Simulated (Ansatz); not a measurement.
**CHAl+ (doublet): wave-function methods side by side, def2-QZVPP**

The task here is to estimate one member of a computed series from the others.

The runs use Ansatz 0.2.0, Gaussian basis; def2-QZVPP, core rule «outside noble gas», up to 6 orbitals frozen.

Plan: UHF; ROHF; CCSD(T) on UHF.

2 further runs of the same task are left out: 2 set aside as unsound or not needed.

### The system

The geometry is a PBE0/def2-TZVP stationary point (not a proven minimum) of the parent state, kept for this charge and spin.

3 atoms, charge 1, spin multiplicity 2.

Atoms are counted from 1 here; the program's logs count them from 0.

Bond lengths: Al1–C2 1.924 Å, Al1–H3 1.591 Å. Angles: C2–Al1–H3 180.0°.

Set-up of the first run:

The input, in.yaml:

```yaml
crystal:
  periodic: [false, false, false]
  atoms:
    - {symbol: Al, position_ang: [0.000000, 0.000000, 0.110806]}
    - {symbol: C, position_ang: [0.000000, 0.000000, -1.812723]}
    - {symbol: H, position_ang: [0.000000, 0.000000, 1.701917]}
basis:
  gaussian: {orbitals: "def2-QZVPP.json"}
total_charge: 1
magnetization: {spin_polarized: true, initial_magnetization: 1}
hamiltonian: {xc: hf}
output: {orbitals: {seedname: orbitals}}
```

On the command line:

```
$ ansatz run in.yaml --threads 1 --pin off --events-out ev --progress --plain --max-ram 3968MiB --backend cpu
```

Steps of the session up to this table: UHF; ROHF; CCSD(T) on UHF.

One of the session's tables, all rows but one given; the rest of the session is left out.

It belongs to the step «Misses and costs». 

```
  method  from UCCSD(T) (kJ/mol)
    ROHF                  +532.2
     UHF                       ?
    UMP2                  +112.3
   UCCSD                   +23.9
UCCSD(T)                       0
```

**Question.** Estimate the row for UHF.

**Answer.** from UCCSD(T) (kJ/mol): +455.0. In the column «from UCCSD(T) (kJ/mol)» it lies between UMP2 (+112.3) and ROHF (+532.2).

The program flags UCCSD(T) as in doubt (see the logs), so the zero of the table is itself unsure.

Limits of these values: The determinant is far from a pure spin state, so its energy mixes those of several spin states (harmless only where they are near-degenerate, as at dissociation). The program flags UCCSD(T) as in doubt, so the zero of the table is itself unsure.
